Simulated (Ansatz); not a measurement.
# CH2ClF2: the cost of one run

Program: Ansatz 0.2.0. Level of theory: UKS BHLYP-D4/def2-SVP. These are calculated values, not measurements.

### 1 The starting structure

Bond lengths: C2–F3 1.327 Å, C2–F4 1.327 Å, C2–H6 1.093 Å. Angles: F3–C2–F4 109.7°, F3–C2–H6 112.1°, F4–C2–H6 112.0°.

Coordinates:

```xyz
6

H     0.2795    0.7437    0.2158
C    -0.2613   -0.4961   -0.0995
F     0.6933   -1.3984    0.0920
F    -0.5884   -0.4556   -1.3851
Cl    1.0072    2.2825    0.6380
H    -1.1303   -0.6761    0.5388
```

### 2 A restrained relaxation towards end A

Springs on the bonds that form and break draw the guess towards this end; the thresholds are loose.

File input.yaml:

```yaml
crystal:
  periodic: [false, false, false]
  atoms:
    - { symbol: H, position_ang: [0.2795, 0.7437, 0.2158] }
    - { symbol: C, position_ang: [-0.2613, -0.4961, -0.0995] }
    - { symbol: F, position_ang: [0.6933, -1.3984, 0.092] }
    - { symbol: F, position_ang: [-0.5884, -0.4556, -1.3851] }
    - { symbol: Cl, position_ang: [1.0072, 2.2825, 0.638] }
    - { symbol: H, position_ang: [-1.1303, -0.6761, 0.5388] }
magnetization:
  spin_polarized: true
  initial_magnetization: 1
basis:
  gaussian: { orbitals: def2-SVP }
hamiltonian:
  xc: { name: BHLYP }
  dispersion: d4
relax:
  f_tol: 0.15
  max_steps: 25
  restrain:
    - { distance: [0, 4], at: 2.63, k: 30.0 }
    - { distance: [1, 0], at: 1.07, k: 30.0 }
```

Run with:

```console
$ ansatz run input.yaml --threads 2 --pin off --max-ram 3072MiB --backend cpu --events-out ev --progress --plain --runs-dir out
```

Q: Estimate wall time and peak memory on 2 threads of Arm Neoverse V2, shared host.

About 39 s, with a peak of 0.22 GiB.
